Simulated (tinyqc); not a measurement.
Inside a calculation. Method: Born-Oppenheimer dynamics on the UHF/sto-3g surface (energies and gradients from PySCF), for NH, spin multiplicity 3. Computed by tinyqc, a small Python program that keeps every step (integrals from PySCF). Settings: charge = 0, multiplicity = 3, basis = sto-3g, time step (fs) = 0.2, steps = 24. Command: `OMP_NUM_THREADS=1 python tinyqc.py 25313 25314 out.jsonl` (the two numbers bound the seeds that draw the settings). One thread of a shared host (Intel(R) Xeon(R) Processor @ 2.60GHz), about 1 s of CPU time with the checks.

positions (bohr), order 1N, 2H:
```
[[0.000000, 0.000000, 0.000000],
 [0.000000, 0.000000, 2.095706]]
```

The total energy should stay constant up to terms of order dt^2; the step counts as short enough if it moves by less than 2 % of the largest kinetic energy.

Trajectory:
```
time (fs)  1N-2H (angstrom)  potential (hartree)  kinetic (hartree)  total (hartree)
0.000000           1.109000         -54.26320136         0.00235745     -54.26084391
0.200000           1.115559         -54.26289556         0.00205302     -54.26084253
0.400000           1.121552         -54.26256406         0.00172291     -54.26084115
0.600000           1.126887         -54.26222847         0.00138865     -54.26083983
0.800000           1.131487         -54.26190953         0.00107090     -54.26083863
1.000000           1.135284         -54.26162605         0.00078843     -54.26083762
1.200000           1.138227         -54.26139412         0.00055731     -54.26083682
1.400000           1.140275         -54.26122652         0.00039027     -54.26083625
1.600000           1.141401         -54.26113226         0.00029632     -54.26083594
1.800000           1.141589         -54.26111635         0.00028046     -54.26083589
2.000000           1.140838         -54.26117963         0.00034353     -54.26083610
2.200000           1.139156         -54.26131874         0.00048218     -54.26083656
2.400000           1.136567         -54.26152626         0.00068899     -54.26083727
2.600000           1.133106         -54.26179087         0.00095267     -54.26083820
2.800000           1.128820         -54.26209774         0.00125841     -54.26083933
3.000000           1.123770         -54.26242907         0.00158846     -54.26084061
3.200000           1.118031         -54.26276477         0.00192280     -54.26084198
3.400000           1.111686         -54.26308346         0.00224009     -54.26084337
3.600000           1.104836         -54.26336357         0.00251888     -54.26084470
3.800000           1.097591         -54.26358474         0.00273887     -54.26084587
4.000000           1.090072         -54.26372929         0.00288250     -54.26084678
4.200000           1.082411         -54.26378385         0.00293651     -54.26084734
4.400000           1.074746         -54.26374086         0.00289341     -54.26084745
4.600000           1.067224         -54.26359984         0.00275278     -54.26084706
4.800000           1.059992         -54.26336826         0.00252210     -54.26084616
```

Is the time step short enough?

Yes. The total energy moves within 1.2e-05 hartree, under 2 % of the largest kinetic energy.
